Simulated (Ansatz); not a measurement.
# Worked example: BS, doublet against BS⁻, singlet

Geometry (PBE0/def2-TZVPD stationary point of a singlet), kept for both states (BS⁻, singlet: Σ⁺; BS, doublet: Σ⁺):

```
atom   x (Å)   y (Å)   z (Å)
   B  0.0000  0.0000  0.0000
   S  0.0000  0.0000  1.6853
```

Basis aug-cc-pVTZ; Ansatz 0.2.0. Only valence electrons are correlated (noble-gas cores frozen). R marks a restricted (for open shells ROHF) determinant, U an unrestricted one.

Full CI isn't at hand for all of this; UCCSDT(Q) serves as the reference, and is uncertain by the last step of the cluster series or more.

Unrestricted rows (U, and Kohn–Sham where it breaks symmetry) aren't spin-pure: their determinants' ⟨S²⟩ exceeds S(S+1) by up to 0.13, so they mix in states of higher spin. The highest occupied Kohn–Sham level of the anion is positive, up to +0.55 eV, so in those functionals the extra electron is held by the basis alone, which enters their differences from the reference.

| level | E(BS⁻, singlet) (hartree) | E(BS, doublet) (hartree) |
| --- | --- | --- |
| UHF | -422.236425 | -422.184432 |
| UMP2 | -422.503482 | -422.417908 |
| UCCSD(T) | -422.541643 | -422.455137 |
| PBE | -422.863585 | -422.780584 |
| PBE0 | -422.897125 | -422.813085 |
| UCCSDT(Q) | -422.543718 | -422.458140 |

Question: Give the vertical gap, BS doublet less BS⁻ singlet, at each level in eV (1 hartree = 27.2114 eV), and each error against UCCSDT(Q).

Answer: UCCSDT(Q): (-422.458140 − (-422.543718)) × 27.2114 = 2.329 eV (the reference)
PBE0: (-422.813085 − (-422.897125)) × 27.2114 = 2.287 eV, error -0.042 eV
PBE: (-422.780584 − (-422.863585)) × 27.2114 = 2.259 eV, error -0.070 eV
UCCSD(T): (-422.455137 − (-422.541643)) × 27.2114 = 2.354 eV, error 0.025 eV
UMP2: (-422.417908 − (-422.503482)) × 27.2114 = 2.329 eV, error 0.000 eV
UHF: (-422.184432 − (-422.236425)) × 27.2114 = 1.415 eV, error -0.914 eV

Total energies of functionals can't be set beside those of wave-function methods, since they hold the core's correlation and their own absolute errors; only the differences compare.

The reference still carries a basis error, for a change of charge of the order of 0.1 eV, so smaller errors of functionals can't be ranked.

Each level lands on the state that its own search finds. T1 diagnostics of restricted CCSD: 0.021 and 0.036.
